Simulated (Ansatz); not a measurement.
Input for Ansatz (an electronic-structure program): R-B2PLYP/def2-TZVPPD on C2H2 (SMILES C#C). Files ending in .json are basis or fitting sets from the Basis Set Exchange.

Ansatz 0.2 input:
```yaml
crystal:
  periodic: [false, false, false]
  atoms:
    - {symbol: H, position_ang: [0.00000000, 1.67189100, -2.21255500]}
    - {symbol: C, position_ang: [0.00000000, 0.60529300, -2.19955900]}
    - {symbol: C, position_ang: [0.00000000, -0.60529300, -2.19955900]}
    - {symbol: H, position_ang: [0.00000000, -1.67189100, -2.21255500]}
basis:
  gaussian:
    orbitals: def2-TZVPPD.json
hamiltonian:
  xc: {name: B2PLYP}
magnetization: {spin_polarized: false}
correlation: {electrons: outside_noble_gas}
scf: {lower_state_search: off}
```

The head of its log:

```
WARN ansatz: RAYON_NUM_THREADS=2 ignored (pool sized by the plan → 2); use --threads N
Functional definition: B2PLYP
these checks for a lower state are left out or cut short: stability, starts, cluster_reference, orbital_swaps, neighbouring_geometries, increment
integrals: 0.06 GiB planned
630 factors; integrals over basis functions are off by at most 8.4e-4 eV
mean field: 0.26 GiB planned
mean field evaluation 1: about -2097.8688 eV, gradient 3.3e1 eV
mean field evaluation 2: about -2097.8699 eV, gradient 3.3e1 eV
mean field evaluation 4: about -2100.4102 eV, gradient 1.1e0 eV
mean field evaluation 8: about -2100.4136 eV, gradient 8.9e-4 eV
mean field -2100.41363686 eV, -77.1887774433 hartree, gradient 1.8e-6 eV, S^2 0.000000; 0 other end points of the search recorded, 0 dependent functions left out
2 core orbitals not correlated
reference -2100.41375241 eV, -77.1887816895 hartree; 5, 5 occupied and 101, 101 virtual orbitals, 630 factors
```

Task: Give the final energy of this run.

Result: -77.2932 hartree.
